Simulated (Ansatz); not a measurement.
Reaction (formal exchange of groups at a C–C bond): `CC(C)=CF` + CH₃OH → `C/C(=C/F)CO` + CH₄

Gas-phase electronic energies from Ansatz, PBE0-D4/def2-TZVP geometries. CBS: MP2 limit from def2 TZ/QZ plus the TZ coupled-cluster correction, frozen cores. This one scheme is used for every species. DFT in def2-TZVPP. B3LYP here is the variant with VWN-RPA as its local correlation; programs differ in this. One conformer a species, not always the lowest.

| level | ΔE (kJ/mol) |
| --- | --- |
| r2SCAN-D4 | -18.5 |
| B3LYP-D4 | -16.6 |
| ωB97M-V | -17.4 |
| B2PLYP | -15.5 |
| PBE0 | -14.2 |
| B3LYP | -13.8 |
| HF/def2-TZVPP | -10.6 |
| HF/CBS(def2) | -9.6 |

(1) What does CCSD(T)/CBS give? (Estimate.)

Largest T1 diagnostic among the species: 0.011.

Results:

(1) Ansatz gave: -15.7 kJ/mol. The listed levels differ from it by -2.8, -0.9, -1.7, 0.2, 1.5, 1.9, 5.1, 6.1 kJ/mol.

In def2-TZVPP, CCSD(T) changes the Hartree–Fock value by −6.5 kJ/mol (the triples alone add −1.7 kJ/mol) and MP2 by −7.0 kJ/mol.
